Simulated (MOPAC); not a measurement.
MOPAC input (PM7):

```
PM7 PRECISE GNORM=0.05 LET XYZ CHARGE=-1 GEO-OK AUX(PRECISION=9) THREADS=1
C5H4N

N     0.01661981 1   -0.02999986 1    1.39162225 1
C    -0.01543844 1   -0.07018388 1   -1.37864102 1
C    -0.00321387 1    1.11294563 1    0.70125942 1
C     0.01978865 1   -1.16819845 1    0.66438837 1
C     0.00495939 1   -1.32735553 1   -0.74026160 1
C    -0.01980593 1    1.14405432 1   -0.68702450 1
H    -0.02881825 1   -0.01569131 1   -2.47237714 1
H    -0.00590766 1    2.03625053 1    1.28067660 1
H     0.03638505 1   -2.06029569 1    1.29842183 1
H    -0.03573655 1    2.10216299 1   -1.20640101 1
```

From the last part of the output:

```
                                                       MOPAC v23.2.5 Linux

          FINAL HEAT OF FORMATION =         52.26739 KCAL/MOL =     218.68677 KJ/MOL

          COSMO AREA              =        113.93 SQUARE ANGSTROMS
          COSMO VOLUME            =        102.25 CUBIC ANGSTROMS

          GRADIENT NORM           =          0.03160          =       0.00999 PER ATOM
          IONIZATION POTENTIAL    =          2.509776 EV
          HOMO LUMO ENERGIES (EV) =         -2.510  5.382
          NO. OF FILLED LEVELS    =         15
          MOLECULAR WEIGHT        =         78.0933         POINT GROUP:  Cs

          MOLECULAR DIMENSIONS (Angstroms)

            Atom       Atom       Distance
            H    10    H     9     4.89717
            H     8    H     7     4.30896
            C     3    C     6     0.00000

          SCF CALCULATIONS        =         30

   ATOM   CHEMICAL          X               Y               Z
  NUMBER   SYMBOL      (ANGSTROMS)     (ANGSTROMS)     (ANGSTROMS)

     1       N          0.01675765  *  -0.04241945  *   1.39249329  *
     2       C         -0.01574376  *  -0.06627983  *  -1.40126208  *
     3       C         -0.00331187  *   1.11222276  *   0.69227034  *
     4       C          0.02037578  *  -1.19939989  *   0.68713689  *
     5       C          0.00470466  *  -1.25541865  *  -0.69894814  *
     6       C         -0.02011827  *   1.14966008  *  -0.70876441  *
     7       H         -0.02832589  *  -0.07602651  *  -2.48325306  *
     8       H         -0.00578355  *   2.02482935  *   1.28125420  *
     9       H          0.03675338  *  -2.10489449  *   1.29075618  *
    10       H         -0.03591221  *   2.09386139  *  -1.22866257  *

                             CARTESIAN COORDINATES

   1    N        0.016757655    -0.042419450     1.392493290
   2    C       -0.015743756    -0.066279830    -1.401262081
   3    C       -0.003311870     1.112222757     0.692270340
   4    C        0.020375782    -1.199399892     0.687136894
   5    C        0.004704662    -1.255418647    -0.698948145
   6    C       -0.020118267     1.149660084    -0.708764411
   7    H       -0.028325888    -0.076026515    -2.483253061
   8    H       -0.005783549     2.024829355     1.281254195
   9    H        0.036753381    -2.104894486     1.290756177
  10    H       -0.035912213     2.093861389    -1.228662569

           Empirical Formula: C5 H4 N  =    10 atoms

      MOLECULAR POINT GROUP   :   Cs

                  EIGENVALUES
 -30.05007 -22.31719 -19.96752 -16.39556 -15.54117 -12.37903 -10.52925  -9.89388
  -8.84158  -8.32056  -7.70052  -5.25205  -5.24639  -4.05114  -2.50978   5.38160
   5.88028   8.50438   9.23509   9.75510   9.99602  10.55233  10.74479  10.89485
  11.04239  11.62770  11.91409  12.53299

              NET ATOMIC CHARGES AND DIPOLE CONTRIBUTIONS

  ATOM NO.   TYPE          CHARGE      No. of ELECS.   s-Pop       p-Pop
    1          N          -0.451416        5.4514     1.74701     3.70441
    2          C          -0.173530        4.1735     1.08537     3.08816
    3          C          -0.079757        4.0798     1.07166     3.00810
    4          C          -0.033510        4.0335     1.09728     2.93623
    5          C          -0.430015        4.4300     1.33551     3.09450
    6          C          -0.270000        4.2700     1.08433     3.18567
    7          H           0.101872        0.8981     0.89813
    8          H           0.116259        0.8837     0.88374
    9          H           0.112349        0.8877     0.88765
   10          H           0.107747        0.8923     0.89225
 DIPOLE           X         Y         Z       TOTAL
 POINT-CHG.    -0.023     1.950    -0.230     1.963
 HYBRID        -0.016     1.870     0.260     1.888
 SUM           -0.039     3.820     0.029     3.820

          ATOMIC ORBITAL ELECTRON POPULATIONS

     Atom    s        px        py        pz
    1  N   1.74701   1.16385   1.09240   1.44816
    2  C   1.08537   1.02309   1.00581   1.05927
    3  C   1.07166   1.07634   0.96884   0.96291
    4  C   1.09728   0.98917   0.92548   1.02158
    5  C   1.33551   0.65999   1.39581   1.03870
    6  C   1.08433   1.08762   1.06508   1.03297
    7  H   0.89813
    8  H   0.88374
    9  H   0.88765
   10  H   0.89225

 **********************
 *                    *
 * JOB ENDED NORMALLY *
 *                    *
 **********************

 == MOPAC DONE ==
```

The dipole moment of an ion depends on the origin.
